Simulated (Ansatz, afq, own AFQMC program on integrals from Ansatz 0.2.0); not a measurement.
AFQMC on a folder of integrals that Ansatz 0.2.0 wrote.

```yaml
crystal:
  periodic: [false, false, false]
  atoms:
    - {symbol: B, position_ang: [0.000000, 0.000000, 0.000000]}
basis:
  gaussian: {orbitals: aug-cc-pVDZ}
magnetization: {spin_polarized: true, initial_magnetization: 1}
correlation: {method: ccsd_t, electrons: outside_noble_gas, hamiltonian_folder: ham}
```

```sh
$ ansatz run in.yaml --threads 1 --pin off --events-out ev --progress --plain --max-ram 24576MiB --backend cuda --devices 0, --max-vram 18GiB
```

Options of the walk:

```
--method phaseless --trial hf --walkers 4000 --populations 20 --least-time 40 --time-step 0.005 --steps-per-block 20 --equilibration-blocks 112 --max-blocks 4000 --target-error 0.00033 --factor-cut 1e-05 --start spin_pure --seed 9791 --taylor-order 6
```

Times are imaginary, in 1/Eh. The walk had a cap of 49 s. With eight or more populations the least sampling time is a fifth of least-time, and the error comes from their spread.

```
orbitals 22  electrons 2 1  factors 119 of 121
reference energy -24.53057363 Eh
CCSD correlation -0.05961906 Eh in 11 cycles, weight of the determinant in the CISD state 0.9305
energy of the start -24.530668 Eh
 block  time / (1/Eh)  mean weight  energy / Eh
     1     0.100  1.0000  -24.536675
     2     0.200  1.0002  -24.541895
     3     0.300  1.0002  -24.546290
     4     0.400  1.0001  -24.550126
     5     0.500  1.0002  -24.554076
     9     0.900  1.0003  -24.565057
    33     3.300  1.0000  -24.586904
    49     4.900  0.9999  -24.592931
    65     6.500  1.0000  -24.590827
    97     9.700  1.0000  -24.590624
   129    12.900  1.0001  -24.590037
   161    16.100  0.9999  -24.586273
   193    19.300  1.0001  -24.586357
   225    22.500  0.9999  -24.587185
   257    25.700  1.0001  -24.585800
   289    28.900  1.0003  -24.585659
   305    30.500  1.0000  -24.584120
   321    32.100  1.0000  -24.586793
error from the spread of 20 populations
energy -24.586802 +/- 0.000312 Eh
(rows thinned)
```

(1) Estimate how long the walk took on 1 × NVIDIA H100 80GB HBM3 with 2 threads of AMD EPYC 7R13 Processor (Zen 3), on a shared host (the card was shared).

The run passed its tests (sampling time, drift between the halves within three errors, error under three times the target), which doesn't prove that it has relaxed. The second half of the sampling lies above the first by 1.6 errors of their difference, so the energy may still be moving and its error bar be too small.

Against this walk (error 8.5 meV) on the same determinant: CCSD(T) 117.0 meV lower, full CI 127.9 meV lower, a separate phaseless walk with a CISD trial and standard settings 124.0 ± 8.5 meV lower. The error is statistical and leaves out the bias of the constraint. Full CI is exact here, so the walk's 128 meV above it is the walk's own error: the bias of the constraint with this trial, or a walk that hasn't relaxed. It lies above even CCSD, by 92 meV.

Cautions: constraint bias not in the error.

## Answers

(1) 34 s of wall time.

A walk keeps the symmetry of its determinant, which the program's search chose and which needn't be the lowest solution, so a lower state of the same spin and another symmetry isn't excluded.
